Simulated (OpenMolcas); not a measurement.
CH4O2 (methanediol): the vertical ionisation energy from total energies

CH4O2: 7 atoms, total charge 0, spin state singlet. As SMILES, `OCO`. The shape is that of a GFN2-xTB optimisation. This is a higher conformer, about 15 kJ/mol above the lowest found by a separate search.

| atom | x (Å) | y (Å) | z (Å) |
| --- | --- | --- | --- |
| O | -1.1722 | -0.3840 | -0.1414 |
| C | -0.0595 | 0.3008 | 0.3408 |
| O | 1.1217 | -0.4351 | 0.2918 |
| H | -1.0521 | -0.6023 | -1.0747 |
| H | 0.0625 | 1.2642 | -0.1917 |
| H | -0.2551 | 0.4914 | 1.3987 |
| H | 1.3546 | -0.6349 | -0.6234 |

Both states at this one shape; open shells run unrestricted unless said. 1 Eh = 27.2114 eV.

```
                           level     program  singlet CH4O2 (Eh)  doublet [CH4O2]+ (Eh)  HOMO of the first (eV)
                 revPBE/ANO-L-MB  OpenMolcas         -190.643783            -190.202336                   -7.32
                revPBE/ANO-L-VDZ  OpenMolcas         -190.869086            -190.470037                   -6.90
               revPBE/ANO-L-VDZP  OpenMolcas         -190.958856            -190.568289                   -6.71
revPBE/ANO-L-VQZP (RICD fitting)  OpenMolcas         -190.983724            -190.597208                   -6.68
```

Problem. Work out the vertical ionisation energy at each level.

Solution. 
1. revPBE/ANO-L-MB: -190.202336 − (-190.643783) = 0.441447 Eh = 12.01 eV; −ε(HOMO) = 7.32 eV.
2. revPBE/ANO-L-VDZ: -190.470037 − (-190.869086) = 0.399049 Eh = 10.86 eV; −ε(HOMO) = 6.90 eV.
3. revPBE/ANO-L-VDZP: -190.568289 − (-190.958856) = 0.390567 Eh = 10.63 eV; −ε(HOMO) = 6.71 eV.
4. revPBE/ANO-L-VQZP (RICD fitting): -190.597208 − (-190.983724) = 0.386516 Eh = 10.52 eV; −ε(HOMO) = 6.68 eV.

No measured value is set beside it here; the levels span 10.52 to 12.01 eV. In semi-local functionals −ε(HOMO) lies far under the ionisation energy, a result of self-interaction, while the difference of totals does much better. Minimal sets are far from the basis-set limit.
